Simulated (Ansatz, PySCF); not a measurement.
Dissociation curve of disilane, H₆Si₂, SMILES [SiH3][SiH3]. The Si1–Si5 bond (Si1 also carries H, H, H; Si5 carries H, H, H) is stretched with both fragments frozen at the PBE0/def2-TZVP optimised geometry.

Levels of theory: UKS-PBE0 = unrestricted PBE0/cc-pVDZ in Ansatz (a quantum-chemistry and plane-wave program); RKS-PBE0 = restricted PBE0/cc-pVDZ run with Ansatz; UKS-PBE = unrestricted PBE/cc-pVDZ in Ansatz; RKS-PBE = restricted PBE/cc-pVDZ (Ansatz); UKS-B3LYP/6-31G* = unrestricted B3LYP/6-31G*, spherical d (PySCF); RKS-B3LYP/6-31G* = PySCF 2.14.0 with restricted B3LYP/6-31G*, spherical d; UKS-BP86/6-31G* = unrestricted BP86/6-31G*, spherical d (PySCF); RKS-BP86/6-31G* = PySCF with restricted BP86/6-31G*, spherical d.

Scanned distances (Å): 1.93, 2.08, 2.20, 2.28, 2.34, 2.39, 2.51, 2.67, 2.82, 3.10, 3.42, 3.85, 4.28, 4.91, 5.67, 6.77.

Task: Where does the unrestricted solution first break spin symmetry (<S²> of 0.01 or more)?

Result: UKS-PBE0: between 3.42 and 3.85 Å; UKS-PBE: between 3.85 and 4.28 Å; UKS-B3LYP/6-31G*: between 3.42 and 3.85 Å; UKS-BP86/6-31G*: between 3.85 and 4.28 Å.

```
R / Å  <S²> UKS-PBE0  E(RKS-PBE0) − E(UKS-PBE0) / mEh  <S²> UKS-PBE  E(RKS-PBE) − E(UKS-PBE) / mEh  <S²> UKS-B3LYP/6-31G*  E(RKS-B3LYP/6-31G*) − E(UKS-B3LYP/6-31G*) / mEh  <S²> UKS-BP86/6-31G*  E(RKS-BP86/6-31G*) − E(UKS-BP86/6-31G*) / mEh
-----  -------------  -------------------------------  ------------  -----------------------------  ---------------------  -----------------------------------------------  --------------------  ---------------------------------------------
1.93            0.00                              0.0          0.00                            0.0                   0.00                                              0.0                  0.00                                            0.0
2.08            0.00                              0.0          0.00                            0.0                   0.00                                              0.0                  0.00                                            0.0
2.20            0.00                              0.0          0.00                            0.0                   0.00                                              0.0                  0.00                                            0.0
2.28            0.00                              0.0          0.00                            0.0                   0.00                                              0.0                  0.00                                            0.0
2.34            0.00                              0.0          0.00                            0.0                   0.00                                              0.0                  0.00                                            0.0
2.39            0.00                              0.0          0.00                            0.0                   0.00                                              0.0                  0.00                                            0.0
2.51            0.00                              0.0          0.00                            0.0                   0.00                                              0.0                  0.00                                            0.0
2.67            0.00                              0.0          0.00                            0.0                   0.00                                              0.0                  0.00                                            0.0
2.82            0.00                              0.0          0.00                            0.0                   0.00                                              0.0                  0.00                                            0.0
3.10            0.00                              0.0          0.00                            0.0                   0.00                                              0.0                  0.00                                            0.0
3.42            0.00                              0.0          0.00                            0.0                   0.00                                              0.0                  0.00                                            0.0
3.85            0.50                              3.9          0.00                            0.0                   0.35                                              1.6                  0.00                                            0.0
4.28            0.82                             16.5          0.64                            4.8                   0.76                                             11.2                  0.63                                            4.5
4.91            0.97                             34.6          0.92                           16.3                   0.95                                             26.2                  0.92                                           15.5
5.67            1.00                             48.9          0.99                           25.7                   0.00                                                —                  0.99                                           24.7
6.77            1.00                             58.5          1.00                           31.5                   0.00                                                —                  1.00                                           30.4
```

A dash means that the run gave no value there, or that the column was ended at a point which the program doubted or which failed a test of continuity chosen for this set; such a test can also cut sound points.
